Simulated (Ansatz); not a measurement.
# Band gap of some cubic solids

Method: PBE-D3(BJ) (plane waves, PAW; Ansatz, an electronic-structure program). References are measured gaps from which a computed or estimated zero-point shift was taken out, by their sources or here, so that they lie as a rule above the printed measurements.

Values in eV.

```json
[
 {"solid": "zinc-blende GaP", "reference": "2.43", "PBE-D3(BJ)": "1.59", "error (eV)": "-0.84"},
 {"solid": "zinc-blende InP", "reference": "1.47", "PBE-D3(BJ)": "0.63", "error (eV)": "-0.84"},
 {"solid": "zinc-blende AlP", "reference": "2.54", "PBE-D3(BJ)": "1.57", "error (eV)": "-0.97"},
 {"solid": "rock-salt LiF", "reference": "15.35", "PBE-D3(BJ)": "9.27", "error (eV)": "-6.08"},
 {"solid": "rock-salt SrO", "reference": "5.63", "PBE-D3(BJ)": "3.32", "error (eV)": "-2.31"},
 {"solid": "zinc-blende BP", "reference": "2.2¶ (2.20–2.50)", "PBE-D3(BJ)": "1.21", "error (eV)": "-0.99"},
 {"solid": "rock-salt MgO", "reference": "8.36", "PBE-D3(BJ)": "4.77", "error (eV)": "-3.59"},
 {"solid": "zinc-blende GaN (metastable phase)", "reference": "3.48", "PBE-D3(BJ)": "1.67", "error (eV)": "-1.81"}
]
```

Over these 8 solids the mean error is -2.18 eV, the mean absolute error 2.18 eV (median 1.40 eV), and the worst case rock-salt LiF at -6.08 eV; the value is too low in 8 of 8 cases.

¶ marks references of a special kind: zinc-blende BP, 2.2 eV (measured, zero-point renormalisation of 0.106 eV removed from the gap extrapolated to 0 K (as printed); the shift is computed, second of two values printed, our sources range from 2.20 to 2.50; as tabulated in X. Ren, F. Merz, H. Jiang et al., All-electron periodic G0W0 implementation …).

Brackets give the range of the sources taken for a reference, where it is wide; it can hold other temperatures.

Differences are worked out from the printed values.

Density-functional gaps are differences of (generalised) Kohn–Sham levels of a static lattice; semilocal ones lie below quasiparticle gaps as a rule. Measured gaps hold zero-point and thermal shifts unless a correction is named.

Levels without +SOC have no spin–orbit coupling; where heavier elements are present it shifts gaps, mostly down, and can invert bands. Each level is taken at its own relaxed cell. Ansatz's density-functional and Hartree–Fock values are scalar-relativistic unless marked +SOC, with PAW data made under PBE.

Not in this set, of the solids of all kinds but layered and molecular ones with a reference value in our tables and a result at some level: 166 for a reference of another kind, counted apart; 11 for a doubt noted on the run at PBE-D3(BJ); 7 for spin–orbit coupling left out; 7 for sources at odds; 2 for a high-temperature or high-pressure phase; 2 for a measured value of zero; 2 for a reference that its source doubts or gives as a wide range. These can be a level's best or worst cases. At least 70 more with a reference value are held back for tests. Solids without a released value at any level aren't counted. Without +SOC, gaps count where the solid holds none of Ge, As, Se, Br, Sn, Sb, Te, I or the elements past barium, or holds Ge, As, Se or Br with a gap over 4 eV. The metals Ce to Yb are counted apart.

References as tabulated in, or derived from, Chen et al. (2018), doi:10.1103/physrevmaterials.2.073803; Miglio et al. (2020), arXiv:2011.12765; X. Ren, F. Merz, H. Jiang et al., All-electron periodic G0W0 implementation …; Vurgaftman et al. (2001), doi:10.1063/1.1368156.
